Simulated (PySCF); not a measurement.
Molecule (SMILES): N#C (CH-N).
Geometry (B3LYP-D3(BJ)/def2-TZVP, fixed):
```xyz
3

C      0.0000     0.0000    -0.4969
N      0.0000     0.0000     0.6493
H      0.0000     0.0000    -1.5636
```

Basis-set convergence of the mean static polarisability at PBE with PySCF. All functions are spherical. Density fitting with generated auxiliary sets. No added dispersion term, no relativity. Reference: the value in d-aug-cc-pVTZ, 17.45 bohr³, itself unsure by roughly 0.2 % (its mean distance from aug-pcseg-3, aug-cc-pVQZ, aug-pcseg-2).

```
basis          functions  mean static polarisability (bohr³)
-------------  ---------  ----------------------------------
6-31G**               33                                   ?
def2-SVP              33                                   ?
6-311G**              42                               12.84
def2-SVPD             48                               16.46
pcseg-2               74                               15.02
d-aug-cc-pVDZ         77                               17.41
def2-QZVPP           144                                   ?
aug-pcseg-3          219                               17.44
cc-pV5Z              237                                   ?
```

Q: What belongs in the gaps?

A: 
- 6-31G**, mean static polarisability (bohr³): 11.81
- def2-SVP, mean static polarisability (bohr³): 12.10
- def2-QZVPP, mean static polarisability (bohr³): 16.31
- cc-pV5Z, mean static polarisability (bohr³): 16.68
